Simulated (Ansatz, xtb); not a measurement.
Molecule: C2H, charge -1, multiplicity 1. It need not be the lowest isomer of its formula. Whether it binds its extra electron was not tested at this geometry. SMILES: [C-]#C
Coordinates optimised at B3LYP-D3(BJ)/def2-TZVP (Ansatz, a first-principles code):
```
C
C 1 1.2385
H 1 1.0683 2 180.00
```
Charge -1, spin multiplicity 1.

Harmonic wavenumbers from GFN2-xTB (xtb, at its own minimum), cm⁻¹: 682, 682, 1994, 2504.

Task: Give the harmonic wavenumbers at B3LYP-D3(BJ)/def2-TZVP (Ansatz, finite differences of forces, unscaled).

Result: 522, 522, 1900, 3369 cm⁻¹. Zero-point energy 9.0 kcal/mol.

Task: From these and the geometry, give the ideal-gas thermochemistry at 298.15 K and 1 atm (rigid rotor, harmonic oscillator).

Result: Point group C∞v, rotational symmetry number 1. Rotational constants 42.23, 42.23 GHz. S(trans) 35.59, S(rot) 11.91, S(vib) 1.21, S(elec, spin only) 0.00, S 48.7 cal/(mol K). H(298) - H(0) 2.34 kcal/mol; G - E(el) -3.2 kcal/mol.
